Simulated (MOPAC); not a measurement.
Input for MOPAC: PM3 on acetamide (SMILES CC(N)=O), a point of a torsion scan.

```
PM3 1SCF PRECISE CHARGE=0 THREADS=1
C2H5NO

C     -1.06789663 1     0.05378697 1    -0.25184179 1
C      0.16871258 1    -0.23279466 1     0.57308076 1
N      1.32742699 1     0.08411656 1    -0.05637489 1
O      0.14960920 1    -0.69896885 1     1.68747395 1
H     -1.11521454 1     1.11293605 1    -0.49472688 1
H     -1.03803459 1    -0.51736251 1    -1.17699907 1
H     -1.95100578 1    -0.22498437 1     0.31455869 1
H      1.34652722 1     0.47149153 1    -0.98201596 1
H      2.19917623 1    -0.07422754 1     0.42013297 1
```

Program output:

```
*******************************************************************************
 **                                                                           **
 **                              MOPAC v23.2.5                                **
 **                                                                           **
 *******************************************************************************
 ** MOPAC's Digital Object Identifier: https://doi.org/10.5281/zenodo.6511958 **
 **                                                                           **
 ** Please cite the open-source release paper for use of this MOPAC version:  **
 ** J. E. Moussa and J. J. P. Stewart (2026)                                  **
 ** MOPAC: An open-source semiempirical molecular orbital program             **
 ** J. Open Source Softw., 11(119), 8025, https://doi.org/10.21105/joss.08025 **
 *******************************************************************************

                              PM3 CALCULATION RESULTS

 *******************************************************************************
 *  PM3        - The PM3 Hamiltonian to be used
 *
 *
 *
 *                 CHARGE ON SYSTEM = 0
 *
 *
 *
 *  PRECISE    - TIGHTER CRITERIA TO BE USED
 *  1SCF       - DO 1 SCF AND THEN STOP
 *  THREADS=1  - MULTI-THREADING NOT USED
 *  T=         - A TIME OF 172800.0 SECONDS REQUESTED
 *  DUMP=N     - RESTART FILE WRITTEN EVERY 7200.0 SECONDS REQUESTED
 *******************************************************************************
PM3 1SCF PRECISE CHARGE=0 THREADS=1
 C2H5NO

   ATOM   CHEMICAL          X               Y               Z
  NUMBER   SYMBOL      (ANGSTROMS)     (ANGSTROMS)     (ANGSTROMS)

     1       C         -1.06789663  *   0.05378697  *  -0.25184179  *
     2       C          0.16871258  *  -0.23279466  *   0.57308076  *
     3       N          1.32742699  *   0.08411656  *  -0.05637489  *
     4       O          0.14960920  *  -0.69896885  *   1.68747395  *
     5       H         -1.11521454  *   1.11293605  *  -0.49472688  *
     6       H         -1.03803459  *  -0.51736251  *  -1.17699907  *
     7       H         -1.95100578  *  -0.22498437  *   0.31455869  *
     8       H          1.34652722  *   0.47149153  *  -0.98201596  *
     9       H          2.19917623  *  -0.07422754  *   0.42013297  *



          CARTESIAN COORDINATES

    NO.       ATOM           X           Y           Z

     1         C         -1.0679      0.0538     -0.2518
     2         C          0.1687     -0.2328      0.5731
     3         N          1.3274      0.0841     -0.0564
     4         O          0.1496     -0.6990      1.6875
     5         H         -1.1152      1.1129     -0.4947
     6         H         -1.0380     -0.5174     -1.1770
     7         H         -1.9510     -0.2250      0.3146
     8         H          1.3465      0.4715     -0.9820
     9         H          2.1992     -0.0742      0.4201

  H: (PM3): J. J. P. STEWART, J. COMP. CHEM. 10, 209 (1989).
  C: (PM3): J. J. P. STEWART, J. COMP. CHEM. 10, 209 (1989).
  N: (PM3): J. J. P. STEWART, J. COMP. CHEM. 10, 209 (1989).
  O: (PM3): J. J. P. STEWART, J. COMP. CHEM. 10, 209 (1989).

           Empirical Formula: C2 H5 N O  =     9 atoms



      MOLECULAR POINT GROUP   :   Cs


      RHF CALCULATION, NO. OF DOUBLY OCCUPIED LEVELS = 12


 -------------------------------------------------------------------------------
 PM3 1SCF PRECISE CHARGE=0 THREADS=1
 C2H5NO



     1SCF WAS SPECIFIED, SO BFGS WAS NOT USED
     SCF FIELD WAS ACHIEVED


                              PM3 CALCULATION
                                                       MOPAC v23.2.5 Linux




          FINAL HEAT OF FORMATION =        -46.41815 KCAL/MOL =    -194.21352 KJ/MOL


          COSMO AREA              =         95.10 SQUARE ANGSTROMS
          COSMO VOLUME            =         77.72 CUBIC ANGSTROMS

          IONIZATION POTENTIAL    =          9.868660 EV
          HOMO LUMO ENERGIES (EV) =         -9.869  1.483
          NO. OF FILLED LEVELS    =         12
          MOLECULAR WEIGHT        =         59.0676         POINT GROUP:  Cs

          MOLECULAR DIMENSIONS (Angstroms)

            Atom       Atom       Distance
            H     9    H     7     4.15426
            H     8    O     4     2.92557
            H     6    H     5     1.76899


          SCF CALCULATIONS        =          1





   ATOM   CHEMICAL          X               Y               Z
  NUMBER   SYMBOL      (ANGSTROMS)     (ANGSTROMS)     (ANGSTROMS)

     1       C         -1.06789663  *   0.05378697  *  -0.25184179  *
     2       C          0.16871258  *  -0.23279466  *   0.57308076  *
     3       N          1.32742699  *   0.08411656  *  -0.05637489  *
     4       O          0.14960920  *  -0.69896885  *   1.68747395  *
     5       H         -1.11521454  *   1.11293605  *  -0.49472688  *
     6       H         -1.03803459  *  -0.51736251  *  -1.17699907  *
     7       H         -1.95100578  *  -0.22498437  *   0.31455869  *
     8       H          1.34652722  *   0.47149153  *  -0.98201596  *
     9       H          2.19917623  *  -0.07422754  *   0.42013297  *

                             CARTESIAN COORDINATES

   1    C       -1.067896630     0.053786970    -0.251841790
   2    C        0.168712580    -0.232794660     0.573080760
   3    N        1.327426990     0.084116560    -0.056374890
   4    O        0.149609200    -0.698968850     1.687473950
   5    H       -1.115214540     1.112936050    -0.494726880
   6    H       -1.038034590    -0.517362510    -1.176999070
   7    H       -1.951005780    -0.224984370     0.314558690
   8    H        1.346527220     0.471491530    -0.982015960
   9    H        2.199176230    -0.074227540     0.420132970


           Empirical Formula: C2 H5 N O  =     9 atoms



      MOLECULAR POINT GROUP   :   Cs


                  EIGENVALUES
 -38.37819 -32.22224 -28.15688 -19.92977 -17.32639 -17.09106 -15.66453 -14.52713
 -13.73658 -13.19606 -10.69488  -9.86866   1.48300   1.55616   3.14256   3.83982
   4.04122   4.13716   4.78660   5.99175   7.54675


              NET ATOMIC CHARGES AND DIPOLE CONTRIBUTIONS

  ATOM NO.   TYPE          CHARGE      No. of ELECS.   s-Pop       p-Pop
    1          C          -0.150244        4.1502     1.13866     3.01159
    2          C           0.225188        3.7748     1.19780     2.57701
    3          N          -0.008858        5.0089     1.28358     3.72527
    4          O          -0.390379        6.3904     1.86264     4.52774
    5          H           0.056217        0.9438     0.94378
    6          H           0.056199        0.9438     0.94380
    7          H           0.073620        0.9264     0.92638
    8          H           0.068665        0.9313     0.93133
    9          H           0.069592        0.9304     0.93041
 DIPOLE           X         Y         Z       TOTAL
 POINT-CHG.     0.524     1.228    -2.884     3.178
 HYBRID         0.168     0.191    -0.439     0.507
 SUM            0.692     1.419    -3.322     3.678


          ATOMIC ORBITAL ELECTRON POPULATIONS

     Atom    s        px        py        pz
    1  C   1.13866   0.99179   1.01468   1.00511
    2  C   1.19780   0.89226   0.80430   0.88045
    3  N   1.28358   0.98154   1.65020   1.09353
    4  O   1.86264   1.87436   1.42083   1.23255
    5  H   0.94378
    6  H   0.94380
    7  H   0.92638
    8  H   0.93133
    9  H   0.93041

 **********************
 *                    *
 * JOB ENDED NORMALLY *
 *                    *
 **********************




 == MOPAC DONE ==
```

The run finished.

Cost: around 0.020 core-seconds (rough).
